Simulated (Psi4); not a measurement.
Psi4 input (wB97X-D/6-31G*):

```
memory 1500 MB

molecule {
1 2
S     0.00640256    0.00047292    0.29069695
O    -0.02787847    1.30229518   -0.29234333
O     0.01507336   -1.30324101   -0.28905056
symmetry c1
no_reorient
no_com
}

set {
  basis 6-31G*
  reference uks
  scf_type pk
  dft_radial_points 99
  dft_spherical_points 590
  e_convergence 1e-8
  d_convergence 1e-7
  maxiter 150
}

e = energy('wb97x-d')
print_out(f'\nFINAL {e:.10f} DIPOLE {variable("CURRENT DIPOLE")[0]:.6f} {variable("CURRENT DIPOLE")[1]:.6f} {variable("CURRENT DIPOLE")[2]:.6f}\n')
```

Output:

```
   => Loading Basis Set <=

    Name: 6-31G*
    Role: ORBITAL
    Keyword: BASIS
    atoms 1   entry S          line   316 file 6-31gs.gbs
    atoms 2-3 entry O          line   145 file 6-31gs.gbs

   => WB97X-D: Empirical Dispersion <=

    Chai and Head-Gordon Dispersion Correction
    Chai, J.-D.; Head-Gordon, M. (2010), J. Chem. Phys., 132: 6615-6620

        s6 =       1.000000

         ---------------------------------------------------------
                                   SCF
               by Justin Turney, Rob Parrish, Andy Simmonett
                          and Daniel G. A. Smith
                              UKS Reference
         ---------------------------------------------------------

  ==> Geometry <==

    Molecular point group: c1
    Full point group: C1

    Geometry (in Angstrom), charge = 1, multiplicity = 2:

       Center              X                  Y                   Z               Mass
    ------------   -----------------  -----------------  -----------------  -----------------
         S            0.006402560000     0.000472920000     0.290696950000    31.972071174400
         O           -0.027878470000     1.302295180000    -0.292343330000    15.994914619570
         O            0.015073360000    -1.303241010000    -0.289050560000    15.994914619570

  Running in c1 symmetry.

  Rotational constants: A =      3.11733  B =      0.31041  C =      0.28230 [cm^-1]
  Rotational constants: A =  93455.12574  B =   9305.77082  C =   8463.06339 [MHz]
  Nuclear repulsion =  107.940542002018361

  Charge       = 1
  Multiplicity = 2
  Electrons    = 31
  Nalpha       = 16
  Nbeta        = 15

  ==> Algorithm <==

  SCF Algorithm Type is PK.
  DIIS enabled.
  MOM disabled.
  Fractional occupation disabled.
  Guess Type is SAD.
  Energy threshold   = 1.00e-08
  Density threshold  = 1.00e-07
  Integral threshold = 1.00e-12

  ==> Primary Basis <==

  Basis Set: 6-31G*
    Blend: 6-31G*
    Number of shells: 20
    Number of basis functions: 49
    Number of Cartesian functions: 49
    Spherical Harmonics?: false
    Max angular momentum: 2

  ==> DFT Potential <==

   => LibXC <=

    Version 7.1.2
    S. Lehtola, C. Steigemann, M. J. T. Oliveira, and M. A. L. Marques,  SoftwareX 7, 1–5 (2018) (10.1016/j.softx.2017.11.002)

   => Composite Functional: WB97X-D <=

    wB97X-D Hyb-GGA Exchange-Correlation Functional

    J.-D. Chai and M. Head-Gordon,  Phys. Chem. Chem. Phys. 10, 6615–6620 (2008) (10.1039/B810189B)

    Deriv               =              1
    GGA                 =           TRUE
    Meta                =          FALSE

    Exchange Hybrid     =           TRUE
    MP2 Hybrid          =          FALSE

   => Exchange-Correlation Functionals <=

    1.0000   wB97X-D range-separated functional

   => Exact (HF) Exchange <=

    0.7780            HF,LR [omega = 0.2000]
    0.2220               HF

   => LibXC Density Thresholds  <==

    XC_HYB_GGA_XC_WB97X_D:  1.00E-14

   => Molecular Quadrature <=

    Radial Scheme          =       TREUTLER
    Pruning Scheme         =           NONE
    Nuclear Scheme         =       TREUTLER

    Blocking Scheme        =         OCTREE
    BS radius alpha        =              1
    Pruning alpha          =              1
    Radial Points          =             99
    Spherical Points       =            590
    Total Points           =         165769
    Total Blocks           =           1276
    Max Points             =            256
    Max Functions          =             49
    Weights Tolerance      =       1.00E-15

  ==> Integral Setup <==

  Using in-core PK algorithm.
   Calculation information:
      Number of atoms:                   3
      Number of AO shells:              20
      Number of primitives:             57
      Number of atomic orbitals:        49
      Number of basis functions:        49

      Integral cutoff                 1.00e-12
      Number of threads:                 1

  Performing in-core PK
  Using 2252775 doubles for integral storage.
  We computed 21407 shell quartets total.
  Whereas there are 22155 unique shell quartets.

  Computing range-separated integrals for PK
  We computed 21407 wK shell quartets total.
  Whereas there are 22155 wK unique shell quartets.

  ==> DiskJK: Disk-Based J/K Matrices <==

    J tasked:                  Yes
    K tasked:                  Yes
    wK tasked:                 Yes
    Omega:               2.000E-01
    Schwarz Cutoff:          1E-12


  Cached 100.0% of DFT collocation blocks in 0.206 [GiB].

  Minimum eigenvalue in the overlap matrix is 1.2936980519E-02.
  Reciprocal condition number of the overlap matrix is 2.4301796171E-03.
    Using symmetric orthogonalization.

  ==> Pre-Iterations <==

  SCF Guess: Superposition of Atomic Densities via on-the-fly atomic UHF (no occupation information).

   -------------------------
    Irrep   Nso     Nmo
   -------------------------
     A         49      49
   -------------------------
    Total      49      49
   -------------------------

  ==> Iterations <==

                        Total Energy        Delta E     RMS |[F,P]|

   @UKS iter SAD:  -548.41009504882152   -5.48410e+02   0.00000e+00
   @UKS iter   1:  -547.88178919464929    5.28306e-01   1.30270e-02 ADIIS/DIIS
   @UKS iter   2:  -547.69673970783435    1.85049e-01   2.01586e-02 ADIIS/DIIS
   @UKS iter   3:  -548.06913959917904   -3.72400e-01   9.35463e-04 ADIIS/DIIS
   @UKS iter   4:  -548.07034933576790   -1.20974e-03   2.77394e-04 ADIIS/DIIS
   @UKS iter   5:  -548.07056188722606   -2.12551e-04   8.94692e-05 DIIS
   @UKS iter   6:  -548.07061871703490   -5.68298e-05   3.28029e-05 DIIS
   @UKS iter   7:  -548.07062765320416   -8.93617e-06   9.71990e-06 DIIS
   @UKS iter   8:  -548.07062835936847   -7.06164e-07   2.81246e-06 DIIS
   @UKS iter   9:  -548.07062842653897   -6.71705e-08   9.16803e-07 DIIS
   @UKS iter  10:  -548.07062843201425   -5.47527e-09   4.12639e-07 DIIS
   @UKS iter  11:  -548.07062843228391   -2.69665e-10   4.80219e-07 DIIS
   @UKS iter  12:  -548.07062843260303   -3.19119e-10   8.65566e-08 DIIS
  Energy and wave function converged.

  ==> Post-Iterations <==

   Electrons on quadrature grid:
      Nalpha   =   16.0000000539 ; deviation = 5.387e-08
      Nbeta    =   15.0000000647 ; deviation = 6.472e-08
      Ntotal   =   31.0000001186 ; deviation = 1.186e-07

   @Spin Contamination Metric:   6.757841434E-03
   @S^2 Expected:                7.500000000E-01
   @S^2 Observed:                7.567578414E-01
   @S   Expected:                5.000000000E-01
   @S   Observed:                5.000000000E-01

    Orbital Energies [Eh]
    ---------------------

    Alpha Occupied:

       1A    -89.608167     2A    -19.713676     3A    -19.713665
       4A     -8.605935     5A     -6.553878     6A     -6.553703
       7A     -6.552435     8A     -1.615087     9A     -1.532894
      10A     -1.075721    11A     -0.937679    12A     -0.927139
      13A     -0.921441    14A     -0.802091    15A     -0.799803
      16A     -0.762170

    Alpha Virtual:

      17A     -0.375528    18A     -0.218521    19A     -0.097847
      20A      0.064977    21A      0.124707    22A      0.137772
      23A      0.219218    24A      0.386220    25A      0.387327
      26A      0.413332    27A      0.574714    28A      0.581622
      29A      0.700190    30A      0.730725    31A      0.736641
      32A      0.799036    33A      0.866937    34A      0.876029
      35A      1.070004    36A      1.085975    37A      1.491086
      38A      1.495022    39A      1.504404    40A      1.530369
      41A      1.706850    42A      1.711681    43A      1.856014
      44A      1.942001    45A      2.465821    46A      2.540192
      47A      3.355687    48A      3.436825    49A      3.651341

    Beta Occupied:

       1A    -89.606353     2A    -19.704595     3A    -19.704573
       4A     -8.604019     5A     -6.553473     6A     -6.552390
       7A     -6.547728     8A     -1.593208     9A     -1.506133
      10A     -1.036621    11A     -0.910896    12A     -0.903798
      13A     -0.889574    14A     -0.789854    15A     -0.771217

    Beta Virtual:

      16A     -0.479178    17A     -0.357516    18A     -0.207065
      19A     -0.071579    20A      0.071031    21A      0.124541
      22A      0.140300    23A      0.230319    24A      0.411377
      25A      0.416359    26A      0.419250    27A      0.583707
      28A      0.592440    29A      0.706165    30A      0.745578
      31A      0.755287    32A      0.805013    33A      0.883197
      34A      0.902776    35A      1.080690    36A      1.092514
      37A      1.499763    38A      1.503357    39A      1.521895
      40A      1.544097    41A      1.717996    42A      1.730614
      43A      1.869731    44A      1.960280    45A      2.479582
      46A      2.552963    47A      3.369671    48A      3.450903
      49A      3.661166

    Final Occupation by Irrep:
              A
    DOCC [    15 ]
    SOCC [     1 ]
    NA   [    16 ]
    NB   [    15 ]

  @UKS Final Energy:  -548.07062843260303

   => Energetics <=

    Nuclear Repulsion Energy =            107.9405420020183612
    One-Electron Energy =                -958.6291457549640427
    Two-Electron Energy =                 333.2470068368259604
    DFT Exchange-Correlation Energy =     -30.6289387768299974
    Empirical Dispersion Energy =          -0.0000927396533676
    VV10 Nonlocal Energy =                  0.0000000000000000
    Total Energy =                       -548.0706284326031437

  UHF NO Occupations:
  HONO-2 :   14  A 1.9994518
  HONO-1 :   15  A 1.9974304
  HONO-0 :   16  A 1.0000000
  LUNO+0 :   17  A 0.0025696
  LUNO+1 :   18  A 0.0005482
  LUNO+2 :   19  A 0.0000863
  LUNO+3 :   20  A 0.0000574

Computation Completed

Properties will be evaluated at   0.000000,   0.000000,   0.000000 [a0]

Properties computed using the SCF density matrix

 Multipole Moments:

 ------------------------------------------------------------------------------------
     Multipole            Electronic (a.u.)      Nuclear  (a.u.)        Total (a.u.)
 ------------------------------------------------------------------------------------

 L = 1.  Multiply by 2.5417464519 to convert [e a0] to [Debye]
 Dipole X            :          0.0116965            0.0000002            0.0116966
 Dipole Y            :          0.0008640            0.0000002            0.0008642
 Dipole Z            :          0.5310645            0.0000002            0.5310646
 Magnitude           :                                                    0.5311941

 ------------------------------------------------------------------------------------

FINAL -548.0706284326 DIPOLE 0.011697 0.000864 0.531065

*** Psi4 exiting successfully. Buy a developer a beer!
```

The dipole moment of an ion depends on the origin.

The geometry given is a B3LYP-D3(BJ)/def2-TZVP minimum.
